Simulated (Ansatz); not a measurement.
Basis-set extrapolation for `O=C([O-])O` (PBE0-D4/def2-TZVPD geometry, frozen core, Ansatz). Multiplicity 1, RHF reference.

|  | def2-TZVPPD | def2-QZVPPD |
| --- | --- | --- |
| HF | -263.212895 | -263.223390 |
| MP2 correlation | -0.874004 | -0.938843 |
| CCSD(T) correlation | -0.906754 | not run |

Energies in hartree. Use E(X) = E(∞) + A·exp(−7.88·√X) for Hartree–Fock and E(X) = E(∞) + B·X^(−2.97) for correlation, with X = 3 and 4, and add CCSD(T) minus MP2 of the smaller set to the MP2 limit.

Task: What is the CCSD(T) energy at the basis-set limit?

Result: HF limit: -263.223390 + (-0.010495) × 0.13774 = -263.22484. MP2 limit: -0.938843 + (-0.064839) × 0.74074 = -0.98687. Higher-order term: -0.906754 − (-0.874004) = -0.03275. Total: -264.24446 hartree, 327.7 kJ/mol below CCSD(T)/def2-TZVPPD.
